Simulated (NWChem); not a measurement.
All runs are NWChem calculations. System: Si$_{2}$, charge 1, spin multiplicity 4, at the geometry of a parent with another charge or spin, in a state set for the comparison that need not be this species' ground state. Its SCF solution wasn't tested for a lower state. Level: ROCCSD(T)/def2-TZVP, 10 core orbitals frozen.

Job file:

```
start mol
memory heap 100 mb stack 700 mb global 1900 mb
charge 1
geometry units angstroms nocenter noautoz
  Si     0.000000     0.000000     1.076635
  Si     0.000000     0.000000    -1.076635
  symmetry group D2h
end
basis spherical
  * library def2-tzvp
end
scf
  rohf
  nopen 3
  maxiter 100
  thresh 1e-7
  semidirect memsize 60000000 filesize 0
  # guess.movecs holds the orbitals of an unrestricted PBE0 run
  vectors input guess.movecs output mol.movecs
end
tce
  freeze core 10
  ccsd(t)
  2eorb
  2emet 13
  thresh 1e-6
  maxiter 100
  tilesize 24
end
task tce energy
```

NWChem printed:

```
             Northwest Computational Chemistry Package (NWChem) 7.3.0
             --------------------------------------------------------

                                NWChem Input Module
                                -------------------

 Scaling coordinates for geometry "geometry" by  1.889725989
 (inverse scale =  0.529177249)

 Turning off AUTOSYM since
 SYMMETRY directive was detected!

                             Geometry "geometry" -> ""
                             -------------------------

 Output coordinates in angstroms (scale by  1.889725989 to convert to a.u.)

  No.       Tag          Charge          X              Y              Z
 ---- ---------------- ---------- -------------- -------------- --------------
    1 Si                  14.0000     0.00000000     0.00000000     1.07663500
    2 Si                  14.0000     0.00000000     0.00000000    -1.07663500

 Effective nuclear repulsion energy (a.u.)      48.1680146029

            Nuclear Dipole moment (a.u.)
            ----------------------------
        X                 Y               Z
 ---------------- ---------------- ----------------
     0.0000000000     0.0000000000     0.0000000000

      Symmetry information
      --------------------

 Group name             D2h
 Group number             26
 Group order               8
 No. of unique centers     1

      Symmetry unique atoms

     1


 Summary of "ao basis" -> "" (spherical)
 ------------------------------------------------------------------------------
       Tag                 Description            Shells   Functions and Types
 ---------------- ------------------------------  ------  ---------------------
 *                         def2-tzvp                  on all atoms

 Summary of "ao basis" -> "ao basis" (spherical)
 ------------------------------------------------------------------------------
       Tag                 Description            Shells   Functions and Types
 ---------------- ------------------------------  ------  ---------------------
 Si                        def2-tzvp                13       37   5s5p2d1f

                                 NWChem SCF Module
                                 -----------------

  ao basis        = "ao basis"
  functions       =    74
  atoms           =     2
  closed shells   =    12
  open shells     =     3
  charge          =   1.00
  wavefunction    = ROHF
  use symmetry    = T
  symmetry adapt  = T

 Summary of "ao basis" -> "ao basis" (spherical)
 ------------------------------------------------------------------------------
       Tag                 Description            Shells   Functions and Types
 ---------------- ------------------------------  ------  ---------------------
 Si                        def2-tzvp                13       37   5s5p2d1f

      Symmetry analysis of basis
      --------------------------

        ag         16
        au          3
        b1g         3
        b1u        16
        b2g         9
        b2u         9
        b3g         9
        b3u         9

 Forming initial guess at       0.1s

      Symmetry analysis of molecular orbitals - initial
      -------------------------------------------------

  Numbering of irreducible representations:

     1 ag          2 au          3 b1g         4 b1u         5 b2g
     6 b2u         7 b3g         8 b3u

  Orbital symmetries:

     1 b1u         2 ag          3 ag          4 b1u         5 b2u
     6 b3u         7 b3g         8 b2g         9 ag         10 b1u
    11 ag         12 b1u        13 ag         14 b3u        15 b2u
    16 b2g        17 b3g        18 b1u        19 ag         20 b3u
    21 b2u        22 ag         23 b1g        24 b1u        25 ag

 Starting SCF solution at       0.1s

 ----------------------------------------------
         Quadratically convergent ROHF

 Convergence threshold     :          1.000E-07
 Maximum no. of iterations :          100
 Final Fock-matrix accuracy:          1.000E-09
 ----------------------------------------------

              iter       energy          gnorm     gmax       time
             ----- ------------------- --------- --------- --------
                 1     -577.4893975582  8.37D-01  4.17D-01      0.3
                 2     -577.4999539917  6.96D-02  2.53D-02      0.3
                 3     -577.5011784134  1.99D-03  6.81D-04      0.4
                 4     -577.5011798890  1.67D-06  8.52D-07      0.5
                 5     -577.5011798890  3.21D-09  1.52D-09      0.6

       Final ROHF results
       ------------------

         Total SCF energy =   -577.501179889047
      One-electron energy =   -890.276944808172
      Two-electron energy =    264.607750316247
 Nuclear repulsion energy =     48.168014602879

        Time for solution =      0.6s

       Symmetry analysis of molecular orbitals - final
       -----------------------------------------------

  Numbering of irreducible representations:

     1 ag          2 au          3 b1g         4 b1u         5 b2g
     6 b2u         7 b3g         8 b3u

  Orbital symmetries:

     1 b1u         2 ag          3 ag          4 b1u         5 ag
     6 b3u         7 b2u         8 b2g         9 b3g        10 b1u
    11 ag         12 b1u        13 ag         14 b2u        15 b3u
    16 b2g        17 b3g        18 b1u        19 ag         20 b3u
    21 b2u        22 ag         23 b1g        24 b1u        25 ag

             Final eigenvalues
             -----------------

              1
    1  -69.0691
    2  -69.0691
    3   -6.4152
    4   -6.4149
    5   -4.5155
    6   -4.5141
    7   -4.5141
    8   -4.5139
    9   -4.5139
   10   -4.5138
   11   -0.9270
   12   -0.6867
   13   -0.4096
   14   -0.3881
   15   -0.3881
   16   -0.1561
   17   -0.1561
   18   -0.0422
   19    0.0303
   20    0.0569
   21    0.0569
   22    0.0881
   23    0.0881
   24    0.1080
   25    0.1092

                       ROHF Final Molecular Orbital Analysis
                       -------------------------------------

 Vector   13  Occ=1.000000D+00  E=-4.095807D-01  Symmetry=ag
              MO Center=  2.4D-17, -8.5D-17,  7.5D-16, r^2= 3.5D+00
   Bfn.  Coefficient  Atom+Function         Bfn.  Coefficient  Atom+Function
  ----- ------------  ---------------      ----- ------------  ---------------
    17      0.419596  1 Si pz                54     -0.419596  2 Si pz
     5      0.199417  1 Si s                 42      0.199417  2 Si s

 Vector   14  Occ=1.000000D+00  E=-3.881179D-01  Symmetry=b2u
              MO Center= -3.4D-16, -5.9D-16, -9.9D-17, r^2= 2.6D+00
   Bfn.  Coefficient  Atom+Function         Bfn.  Coefficient  Atom+Function
  ----- ------------  ---------------      ----- ------------  ---------------
    16      0.387220  1 Si py                53      0.387220  2 Si py
    19      0.169213  1 Si py                56      0.169213  2 Si py

 Vector   15  Occ=1.000000D+00  E=-3.881179D-01  Symmetry=b3u
              MO Center=  7.8D-16, -8.9D-17,  1.8D-16, r^2= 2.6D+00
   Bfn.  Coefficient  Atom+Function         Bfn.  Coefficient  Atom+Function
  ----- ------------  ---------------      ----- ------------  ---------------
    15      0.387220  1 Si px                52      0.387220  2 Si px
    18      0.169213  1 Si px                55      0.169213  2 Si px

 Vector   16  Occ=0.000000D+00  E=-1.561318D-01  Symmetry=b2g
              MO Center= -1.9D-17,  4.4D-17, -6.4D-17, r^2= 4.9D+00
   Bfn.  Coefficient  Atom+Function         Bfn.  Coefficient  Atom+Function
  ----- ------------  ---------------      ----- ------------  ---------------
    18      0.573834  1 Si px                55     -0.573834  2 Si px
    15      0.332151  1 Si px                52     -0.332151  2 Si px

 Vector   17  Occ=0.000000D+00  E=-1.561318D-01  Symmetry=b3g
              MO Center=  3.1D-32,  1.3D-23,  1.7D-16, r^2= 4.9D+00
   Bfn.  Coefficient  Atom+Function         Bfn.  Coefficient  Atom+Function
  ----- ------------  ---------------      ----- ------------  ---------------
    19      0.573834  1 Si py                56     -0.573834  2 Si py
    16      0.332151  1 Si py                53     -0.332151  2 Si py

 Vector   18  Occ=0.000000D+00  E=-4.223426D-02  Symmetry=b1u
              MO Center= -5.5D-18, -2.1D-22, -2.0D-15, r^2= 1.0D+01
   Bfn.  Coefficient  Atom+Function         Bfn.  Coefficient  Atom+Function
  ----- ------------  ---------------      ----- ------------  ---------------
     5      2.652930  1 Si s                 42     -2.652930  2 Si s
    20     -1.950501  1 Si pz                57     -1.950501  2 Si pz
    17     -0.460669  1 Si pz                54     -0.460669  2 Si pz
    28      0.236432  1 Si d  0              65     -0.236432  2 Si d  0

 center of mass
 --------------
 x =   0.00000000 y =   0.00000000 z =   0.00000000

 moments of inertia (a.u.)
 ------------------
         231.613949117161           0.000000000000           0.000000000000
           0.000000000000         231.613949117161           0.000000000000
           0.000000000000           0.000000000000           0.000000000000

  Mulliken analysis of the total density
  --------------------------------------

    Atom       Charge   Shell Charges
 -----------   ------   -------------------------------------------------------
    1 Si  14    13.50   2.00  0.60  1.37  1.22  0.66  4.10  1.74  0.37  0.99  0.32  0.03  0.09  0.01
    2 Si  14    13.50   2.00  0.60  1.37  1.22  0.66  4.10  1.74  0.37  0.99  0.32  0.03  0.09  0.01

 Mulliken analysis of the open-shell density
 -------------------------------------------

    Atom       Charge   Shell Charges
 -----------   ------   -------------------------------------------------------
    1 Si  14     1.50   0.00  0.00 -0.00  0.01  0.03  0.03 -0.02  0.16  0.87  0.30  0.03  0.07  0.01
    2 Si  14     1.50   0.00  0.00 -0.00  0.01  0.03  0.03 -0.02  0.16  0.87  0.30  0.03  0.07  0.01

       Multipole analysis of the density wrt the origin
       ------------------------------------------------

     L   x y z        total         open         nuclear
     -   - - -        -----         ----         -------
     0   0 0 0      1.000000     -3.000000     28.000000

     1   1 0 0     -0.000000     -0.000000      0.000000
     1   0 1 0      0.000000      0.000000      0.000000
     1   0 0 1      0.000000     -0.000000      0.000000

     2   2 0 0    -16.003334     -7.401762      0.000000
     2   1 1 0      0.000000      0.000000      0.000000
     2   1 0 1      0.000000      0.000000      0.000000
     2   0 2 0    -16.003334     -7.401762      0.000000
     2   0 1 1      0.000000      0.000000      0.000000
     2   0 0 2    -10.149239    -16.269180    115.902470

                   NWChem Extensible Many-Electron Theory Module
                   ---------------------------------------------


            General Information
            -------------------
      Number of processors :     1
         Wavefunction type : Restricted open-shell Hartree-Fock
          No. of electrons :    27
           Alpha electrons :    15
            Beta electrons :    12
           No. of orbitals :   148
            Alpha orbitals :    74
             Beta orbitals :    74
        Alpha frozen cores :    10
         Beta frozen cores :    10
     Alpha frozen virtuals :     0
      Beta frozen virtuals :     0
         Spin multiplicity : quartet
    Number of AO functions :    74
       Number of AO shells :    26
        Use of symmetry is : on
      Symmetry adaption is : on
         Schwarz screening : 0.10D-09

          Correlation Information
          -----------------------
          Calculation type : Coupled-cluster singles & doubles w/ perturbation
   Perturbative correction : (T)
            Max iterations :      100
        Residual threshold : 0.10D-05
     T(0) DIIS level shift : 0.00D+00
     L(0) DIIS level shift : 0.00D+00
     T(1) DIIS level shift : 0.00D+00
     L(1) DIIS level shift : 0.00D+00
     T(R) DIIS level shift : 0.00D+00
     T(I) DIIS level shift : 0.00D+00
   CC-T/L Amplitude update :  5-th order DIIS
                I/O scheme : Global Array Library
        L-threshold :  0.10D-05
        EOM-threshold :  0.10D-05
 no EOMCCSD initial starts read in
 TCE RESTART OPTIONS
 SLICE:      F
 D4D5:       F
 quantumc:   F
 qrotation:  F
 pwtce:      F
 qducc:      F
 nacto:                         0
 nrotv:                         0
 nrot:                          0

            Memory Information
            ------------------
          Available GA space size is     249025848 doubles
          Available MA space size is     104852804 doubles

 Maximum block size supplied by input
 Maximum block size        24 doubles

 tile_dim =     12

 -------------------------------------------------

 Global array virtual files algorithm will be used

 Parallel file system coherency ......... OK

 4-electron integrals stored in orbital form

 v2    file size   =           456994
 4-index algorithm nr.  13 is used
 imaxsize =       30
 imaxsize ichop =        0


CCSD iterations
 ---------------------------------------------------------
 Iter          Residuum       Correlation     Cpu    Wall
 ---------------------------------------------------------
    1   0.0954270148850  -0.1566329638191     0.4     0.4
    2   0.0298439913853  -0.1569010763174     0.4     0.4
    3   0.0131923015181  -0.1634472697441     0.4     0.4
    4   0.0056832448269  -0.1629480765790     0.4     0.4
    5   0.0028505160763  -0.1639807441769     0.4     0.4
    6   0.0007786498813  -0.1640064469628     0.4     0.4
    7   0.0002973157853  -0.1640618546536     0.4     0.4
    8   0.0001489102024  -0.1640576016988     0.4     0.4
    9   0.0000772867116  -0.1640610569731     0.4     0.4
   10   0.0000416299063  -0.1640621127792     0.4     0.4
   11   0.0000073094583  -0.1640637973937     0.4     0.4
   12   0.0000027495607  -0.1640641079033     0.4     0.4
   13   0.0000013397532  -0.1640643516421     0.4     0.4
   14   0.0000007217793  -0.1640643605898     0.4     0.4
 -----------------------------------------------------------------
 Iterations converged
 CCSD correlation energy / hartree =        -0.164064360589792
 CCSD total energy / hartree       =      -577.665244249636544

 Singles contributions

 Doubles contributions
 CCSD(T)
 Using plain CCSD(T) code
             total no. of tasks         3157
 total no. of tasks / no. procs         3157
                         wl_min            1           1.0
                         wl_max         1728           3.5
        thresh for no. of tasks         3157

 CCSD[T]  correction energy / hartree =        -0.011692277290987
 CCSD[T] correlation energy / hartree =        -0.175756637880780
 CCSD[T] total energy / hartree       =      -577.676936526927534
 CCSD(T)  correction energy / hartree =        -0.011517421195649
 CCSD(T) correlation energy / hartree =        -0.175581781785441
 CCSD(T) total energy / hartree       =      -577.676761670832207

 Task  times  cpu:       14.0s     wall:       14.0s

 Total times  cpu:       14.0s     wall:       14.0s
```
